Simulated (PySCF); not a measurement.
Identify the unknown among the candidates.

All candidates are C4H7NO.

* UV, first state: lowest singlet excitation: 7.37 eV (168 nm, f = 0.021) [TDDFT CAM-B3LYP/def2-SVPD]
* UV, strongest line: among the 8 lowest singlet transitions: S7 at 8.62 eV (144 nm, f = 0.051) [TDDFT CAM-B3LYP/def2-SVPD]
* Rotational structure: rotational constants A, B, C: 18.145, 1.433, 1.362 GHz [GFN2-xTB]
* Triplet: lowest triplet excitation (Tamm–Dancoff): 6.53 eV [TDA CAM-B3LYP/def2-SVPD]
* Polarisability: 57.5 au [CAM-B3LYP/def2-SVPD]
* Dipole: 3.81 D [CAM-B3LYP/def2-SVPD]
* XPS: C1s 292.4, C1s 292.4, C1s 292.6, C1s 292.8, N1s 405.1, O1s 538.9 eV [ΔSCF SCAN, pcX-2 on the ionised atom, pcseg-1 elsewhere, spin-free X2C]

Gas-phase values; electronic properties from PySCF, density fitting. Levels stand in brackets. Isolated species at its GFN2-xTB geometry (one conformer only).

Problem. Which candidate is it?
A. `NC(=O)C1CC1`
B. `O=C1CCCN1`
C. `COCCC#N`
D. `[H]/N=C(\C=C)OC`

Solution. C. It is `COCCC#N`. Numbering: `[CH3:1][O:2][CH2:3][CH2:4][C:5]#[N:6]`. Its formula, C4H7NO, gives 2 degrees of unsaturation: 0 rings and 2 π bonds in the structure found. The core levels belong to: C1s 292.4 eV, sp3 carbon next to a nitrile [C4]; C1s 292.4 eV, nitrile carbon [C5]; C1s 292.6 eV, methoxy carbon [C1]; C1s 292.8 eV, sp3 carbon bound to oxygen [C3]; N1s 405.1 eV, nitrile nitrogen [N6]; O1s 538.9 eV, ether oxygen [O2]. The optimised geometry has point group Cs and is an asymmetric top.

The others, at the same levels:
- `[H]/N=C(\C=C)OC` fails: its computed core binding energies are C1s 290.5, C1s 291.0, C1s 292.2, C1s 293.2, N1s 403.8, O1s 539.1 eV, rotational constant A is 6.814 GHz (against 18.145 GHz) and smallest rotational constant is 2.025 GHz (against 1.362 GHz).
- `O=C1CCCN1` fails: its computed core binding energies are C1s 290.9, C1s 291.1, C1s 292.1, C1s 293.4, N1s 405.7, O1s 536.7 eV, rotational constant A is 7.254 GHz (against 18.145 GHz) and smallest rotational constant is 2.501 GHz (against 1.362 GHz).
- `NC(=O)C1CC1` fails: its computed lowest singlet excitation is 5.88 eV (211 nm, f = 0.000) (against 7.37 eV), lowest triplet excitation (Tamm–Dancoff) is 5.45 eV (against 6.53 eV) and strongest line among the 8 lowest singlet transitions is S7 at 8.28 eV (150 nm, f = 0.371) (against S7 at 8.62 eV).

Each candidate is one conformer, not necessarily the lowest. Dipoles, sizes and rotational constants follow the conformer. The torsions of the flexible species, by atom-mapped SMILES:
- `[CH3:1][O:2][CH2:3][CH2:4][C:5]#[N:6]`: C1–O2–C3–C4 180°, O2–C3–C4–C5 180°
- `[H]/[N:4]=[C:3](\[CH:2]=[CH2:1])[O:5][CH3:6]`: C1–C2–C3–N4 180°, C2–C3–O5–C6 180°
- `[NH2:1][C:2](=[O:3])[CH:4]1[CH2:5][CH2:6]1`: N1–C2–C4–C5 145°, H–N1–C2–O3 0°, H–N1–C2–O3 179°

The conformers of `O=C1CCCN1` aren't listed.
